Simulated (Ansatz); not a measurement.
Task: a saddle search for pyramidal inversion of ClH2Si (charge -1), SMILES [SiH2-]Cl, with Ansatz 0.2.0 through its Python package. Give the script and its output. Use (for the species named): PBE, cc-pVDZ basis, multiplicity 1.

```xyz
4

Si   -0.1877    0.0035    0.4419
Cl    1.7873   -0.0658   -0.1031
H    -0.7549    1.2370   -0.1599
H    -0.8447   -1.1747   -0.1789
```

The script, `ts_clh2si.py`:
```python
# -*- coding: utf-8 -*-
"""Inversion barrier of ClH2Si(-): minimum and transition state."""

from dataclasses import dataclass
import itertools

import ansatz as az
from ase.data import atomic_numbers, covalent_radii
import numpy as np


@dataclass(frozen=True)
class Settings:
    basis: str = "cc-pVDZ"
    xc: str = "pbe"
    net_charge: int = -1


opts = Settings()

GEOMETRY = """
Si   -0.18770    0.00350    0.44190
Cl    1.78730   -0.06580   -0.10310
H    -0.75490    1.23700   -0.15990
H    -0.84470   -1.17470   -0.17890
"""


def main():
    geometry = az.Crystal.molecule()
    for line in GEOMETRY.strip().splitlines():
        symbol, *xyz = line.split()
        geometry = geometry.atom(symbol, [float(v) for v in xyz])

    model = (
        geometry.calculation()
        .basis(gaussian=opts.basis)
        .functional(opts.xc)
        .charge(opts.net_charge)
    )
    symbols = [site.symbol for site in geometry.cartesian_sites]
    start = np.array([site.position_ang for site in geometry.cartesian_sites], dtype=float)
    summary = model.relax(force_tolerance=0.005).run(threads=1).report
    end = np.array(summary["positions_ang"])

    # start with the apex atom pushed most of the way into the plane of its neighbours
    a, b, d = end[[1, 2, 3]]
    normal = np.cross(b - a, d - a)
    normal /= np.linalg.norm(normal)
    flat = end.copy()
    flat[0] -= 0.8 * ((end[0] - a) @ normal) * normal
    guess = np.zeros_like(flat)
    guess[0] = normal
    near = az.Crystal.molecule()
    for symbol, place in zip(symbols, flat):
        near = near.atom(symbol, place.tolist())
    search = near.calculation()
    search = search.basis(gaussian=opts.basis)
    search = search.functional(opts.xc)
    search = search.charge(opts.net_charge)
    search = search.saddle(mode_guess=guess.tolist(), force_tolerance=0.01, max_steps=40)
    steps = []
    top = search.session().plan().execute(on_event=lambda e: steps.append(e["data"]) if e["event"] == "saddle_step" else None).report
    for s in steps:
        print(f"step {s['step']:2d}  E = {s['lagrangian_ev']:.5f} eV  force {s['allowed_force_max_ev_ang']:.4f} eV/A  curvature {s['curvature_ev_ang2']:.3f} eV/A^2")
    print(f"minimum {summary['free_energy_ev']:.5f} eV, saddle {top['free_energy_ev']:.5f} eV")
    print(f"electronic barrier {(top['free_energy_ev'] - summary['free_energy_ev']):.2f} eV")
    saddle = np.array(top["positions_ang"])
    # pairs closer than 1.2 times the sum of covalent radii, before or after
    radius = [covalent_radii[atomic_numbers[s]] for s in symbols]
    span = lambda where, i, j: np.linalg.norm(where[i] - where[j])
    bonded = [(i, j) for i, j in itertools.combinations(range(len(symbols)), 2) if min(span(end, i, j), span(saddle, i, j)) < 1.2 * (radius[i] + radius[j])]
    print("pair        before    after (A)")
    for i, j in bonded:
        print(f"{symbols[i]}{i}-{symbols[j]}{j}".ljust(10), f"{span(end, i, j):8.4f} {span(saddle, i, j):8.4f}")


if __name__ == "__main__":
    main()
```

```console
$ python ts_clh2si.py
step  1  E = -20421.77778 eV  force 5.7250 eV/A  curvature -24.278 eV/A^2
step  2  E = -20422.49519 eV  force 2.6219 eV/A  curvature -20.245 eV/A^2
step  3  E = -20422.80392 eV  force 0.7099 eV/A  curvature -16.595 eV/A^2
step  4  E = -20422.82656 eV  force 0.4806 eV/A  curvature -15.624 eV/A^2
step  5  E = -20422.81700 eV  force 0.0713 eV/A  curvature -15.786 eV/A^2
step  6  E = -20422.81713 eV  force 0.0434 eV/A  curvature -15.764 eV/A^2
step  7  E = -20422.81719 eV  force 0.0132 eV/A  curvature -15.757 eV/A^2
step  8  E = -20422.81720 eV  force 0.0035 eV/A  curvature -15.754 eV/A^2
minimum -20424.80811 eV, saddle -20422.81722 eV
electronic barrier 1.99 eV
pair        before    after (A)
Si0-Cl1      2.3090   2.1986
Si0-H2       1.5757   1.4905
Si0-H3       1.5757   1.4905
```

What to keep in mind:
- Total energies depend on the basis set; only differences at equal settings carry meaning.
- The energies are electronic: no zero-point or thermal terms, and the basis set is short of its limit. No separate frequency run checks the order of the saddle point.
- Anions want diffuse functions, which this basis lacks.
- It ran for 24 s on 1 thread of Intel(R) Xeon(R) 6975P-C (Granite Rapids) (shared host), peak memory 0.18 GiB.
